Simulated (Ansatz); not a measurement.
in.yaml

```yaml
crystal:
  periodic: [false, false, false]
  atoms:
    - {symbol: Ge, position_ang: [0.000000, 0.000000, 1.798600]}
    - {symbol: B, position_ang: [0.000000, 0.000000, -0.295700]}
    - {symbol: O, position_ang: [0.000000, 0.000000, -1.502900]}
basis:
  gaussian: {orbitals: def2-SVP}
magnetization: {spin_polarized: true, initial_magnetization: 3}
hamiltonian: {pseudopotentials: {relativity: scalar}}
correlation: {method: ccsd_t, electrons: outside_noble_gas}
output: {forces: true}
```

```sh
$ ansatz run in.yaml --threads 1 --pin off --events-out ev --progress --plain --max-ram 2393MiB
```

Roughly how long does this take on 1 thread of Intel Xeon, shared host, and how much host memory?

21 s wall and 0.21 GiB.

```
585 factors; integrals over basis functions are off by at most 1.1e-3 eV
mean field evaluation 1: about -59634.9023 eV, gradient 2.8e1 eV
mean field evaluation 2: about -59634.9471 eV, gradient 2.8e1 eV
mean field evaluation 4: about -59639.5400 eV, gradient 3.8e0 eV
mean field evaluation 8: about -59639.9348 eV, gradient 8.0e-1 eV
mean field evaluation 16: about -59639.9673 eV, gradient 1.6e-6 eV
mean field evaluation 32: about -59637.6313 eV, gradient 1.7e-2 eV
mean field evaluation 64: about -59634.7984 eV, gradient 3.8e-1 eV
mean field evaluation 96: about -59632.1663 eV, gradient 1.0e1 eV
mean field evaluation 128: about -59637.6313 eV, gradient 2.4e-3 eV
mean field evaluation 160: about -59634.8027 eV, gradient 5.7e-4 eV
mean field evaluation 192: about -59634.1841 eV, gradient 5.2e-3 eV
mean field evaluation 224: about -59635.3572 eV, gradient 5.1e0 eV
mean field evaluation 256: about -59633.1839 eV, gradient 2.0e-1 eV
mean field evaluation 288: about -59632.9710 eV, gradient 1.3e-1 eV
mean field evaluation 320: about -59632.8342 eV, gradient 6.2e-1 eV
mean field evaluation 352: about -59637.6313 eV, gradient 1.2e-4 eV
mean field -59639.96726157 eV, -2191.7283714408 hartree, gradient 6.6e-6 eV, S^2 3.755355; 2 other end points of the search recorded, 0 dependent functions left out
determinant -59639.96726157 eV, -2191.7283714408 hartree, with singles and doubles -59648.48914558 eV, -2192.0415449020 hartree
determinant -59637.63133536 eV, -2191.6425277361 hartree, with singles and doubles -59645.32128989 eV, -2191.9251283526 hartree
16 core orbitals not correlated: weight in the atoms' cores, before any rotation towards them, 1.000 or more for the frozen orbitals, at most 0.000 for the correlated occupied ones
reference -59639.96726157 eV, -2191.7283714408 hartree; 8, 5 occupied and 36, 39 virtual orbitals, 585 factors
second order -8.14692812 eV of doubles, -0.00000000 eV of singles
cycle   1  -8.52454631 eV  change   -2.7e-3 eV  update   2.3e-3
cycle   2  -8.52380550 eV  change    7.4e-4 eV  update   1.8e-3
cycle   3  -8.52396885 eV  change   -1.6e-4 eV  update   1.1e-3
cycle   4  -8.52488065 eV  change   -9.1e-4 eV  update   3.1e-4
cycle   5  -8.52540532 eV  change   -5.2e-4 eV  update   1.2e-4
cycle   6  -8.52543470 eV  change   -2.9e-5 eV  update   3.2e-5
cycle   7  -8.52547098 eV  change   -3.6e-5 eV  update   1.4e-5
cycle   8  -8.52545903 eV  change    1.2e-5 eV  update   6.1e-6
cycle   9  -8.52545384 eV  change    5.2e-6 eV  update   3.0e-6
cycle  10  -8.52545529 eV  change   -1.4e-6 eV  update   1.2e-6
perturbative correction -0.34215459 eV, -0.0125739492 hartree
the calculation of the forces begins
Total energy: -59648.83487144 eV, -2192.0542500932 hartree
Relativity: scalar
Atom 0 at     0.000000     0.000000     1.798600 Å, force    -0.000000     0.000000    -0.954069 eV/Å
Atom 1 at     0.000000     0.000000    -0.295700 Å, force    -0.000000     0.000000     1.762264 eV/Å
Atom 2 at     0.000000     0.000000    -1.502900 Å, force    -0.000000    -0.000000    -0.808195 eV/Å
Dipole moment:     0.000000     0.000000     0.608044 e Å
```

Forces (eV/Å):
```
Ge   0.000  0.000 -0.954
B    0.000  0.000  1.762
O    0.000  0.000 -0.808
```
